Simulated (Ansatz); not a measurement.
Reaction: CH6Si (SMILES C[SiH3]) → CH3 (SMILES [CH3], doublet) + SiH3 (SMILES [SiH3], doublet) (the C-Si bond breaks)
Each species at its own B3LYP-D3(BJ)/def2-TZVP minimum (Ansatz, an electronic-structure program).

Property: bond dissociation energy (electronic), in kcal/mol. Open shells are spin-unrestricted; no spin-orbit coupling. CBS(X,Y): correlation extrapolated as X^-3, Hartree-Fock from the larger set (Q,5: extrapolated as (X+1)exp(-9√X)). A bracket is a step between two methods taken in the basis named. The functionals are non-relativistic, so their misses hold any scalar relativity. Double hybrids freeze cores in their MP2 part. '+ core + X2C': CCSD(T) terms for core correlation (cc-pwCVTZ, 1s frozen past Ne) and scalar relativity (cc-pVTZ-DK).

CCSD(T)/CBS(cc-pV(Q+d)Z,cc-pV(5+d)Z) + [CCSDT(Q) - CCSD(T)]/cc-pV(T+d)Z + core + X2C (Ansatz) gives 93.4 kcal/mol.

How far off this value is PBE/def2-TZVPD (Ansatz), in which direction, and which of these levels come nearer: r2SCAN/def2-TZVPD, B3LYP/def2-TZVPD, PBE0/def2-TZVPD, wB97M-V/def2-TZVPD, B2PLYP/def2-TZVPD, CCSD(T)/CBS(cc-pV(Q+d)Z,cc-pV(5+d)Z) + core + X2C?

PBE gives 89.5 kcal/mol, 3.9 kcal/mol below it. Differences of the others: r2SCAN/def2-TZVPD (Ansatz) -7.7; B3LYP/def2-TZVPD (Ansatz) -6.3; PBE0/def2-TZVPD (Ansatz) -4.2; wB97M-V/def2-TZVPD (Ansatz) 1.2; B2PLYP/def2-TZVPD (Ansatz) -3.8; CCSD(T)/CBS(cc-pV(Q+d)Z,cc-pV(5+d)Z) + core + X2C (Ansatz) 0.1 kcal/mol. Nearer than PBE: wB97M-V/def2-TZVPD, B2PLYP/def2-TZVPD, CCSD(T)/CBS(cc-pV(Q+d)Z,cc-pV(5+d)Z) + core + X2C.
